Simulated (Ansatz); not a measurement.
# CHSi (quartet): from Hartree-Fock to the top rungs, cc-pVTZ

An exercise on one series of results from a longer session: the logs are not shown, and one member is left open.

Program: Ansatz 0.2.0, Gaussian basis. Level of theory: cc-pVTZ, core rule «outside noble gas», up to 6 orbitals frozen. These are calculated values, not measurements.

To be run: UHF; CCSD(T) on ROHF; CCSD(T) on UHF; BCCD(T) on ROHF; CCSDT(Q) on ROHF; CCSDT(Q) on UHF; CASSCF and MRCISD+Q, 9 electrons in 9 orbitals; CASSCF and MRCISD+Q(relaxed), 9 electrons in 9 orbitals; CASSCF and NEVPT2, 9 electrons in 9 orbitals.

5 further runs of the same task are left out: 5 set aside as unsound or not needed.

## The system

The geometry is a PBE0/def2-TZVP stationary point (not a proven minimum).

3 atoms, charge 0, spin multiplicity 4.

Atoms are counted from 1 here; the program's logs count them from 0.

Bond lengths: Si1–C2 1.840 Å, Si1–H3 1.533 Å. Angles: C2–Si1–H3 97.9°.

The first run:

Input file in.yaml:

```yaml
crystal:
  periodic: [false, false, false]
  atoms:
    - {symbol: Si, position_ang: [0.000000, -0.083231, 0.527232]}
    - {symbol: C, position_ang: [0.000000, 0.076222, -1.305753]}
    - {symbol: H, position_ang: [0.000000, 1.410897, 0.868536]}
basis:
  gaussian: {orbitals: cc-pVTZ}
magnetization: {spin_polarized: true, initial_magnetization: 3}
hamiltonian: {xc: hf}
output: {orbitals: {seedname: orbitals}}
```

On the command line:

```sh
$ ansatz run in.yaml --threads 1 --pin off --events-out ev --progress --plain --max-ram 3968MiB --backend cpu
```

Among the steps run: UHF; CCSD(T) on ROHF; CCSD(T) on UHF; BCCD(T) on ROHF; CCSDT(Q) on ROHF; CCSDT(Q) on UHF; CASSCF and MRCISD+Q, 9 electrons in 9 orbitals; CASSCF and MRCISD+Q(relaxed), 9 electrons in 9 orbitals; CASSCF and NEVPT2, 9 electrons in 9 orbitals.

One table of the session follows, with a row left open; its other results are not shown here.

It belongs to the step «Misses and costs». 

```
                   method  from RCCSDT(Q) (meV)
                     ROHF               +6210.3
                      UHF               +6074.9
                     RMP2               +1414.3
                     UMP2               +1573.0
                    RCCSD                +348.5
                    UCCSD                +355.8
                 RCCSD(T)                 +80.7
                 UCCSD(T)                 +83.8
                  BCCD(T)                 +69.3
                   RCCSDT                 +17.5
                   UCCSDT                 +17.1
                RCCSDT(Q)                     0
                UCCSDT(Q)                  -4.0
           CASSCF valence               +4589.6
           NEVPT2 valence               +1070.8
           MRCISD valence                     ?
         MRCISD+Q valence                +109.7
MRCISD+Q(relaxed) valence                 +33.7
```

Estimate the missing values for MRCISD valence.

As computed: from RCCSDT(Q) (meV): +426.0. In the column «from RCCSDT(Q) (meV)» it lies between UCCSD (+355.8) and NEVPT2 valence (+1070.8).

To keep in mind: Warnings: spin contamination; large T1 diagnostic. Restricted and unrestricted rows rest on different reference determinants; where their highest levels disagree by more than a few hundredths of an eV, they describe different states and don't form one ladder.
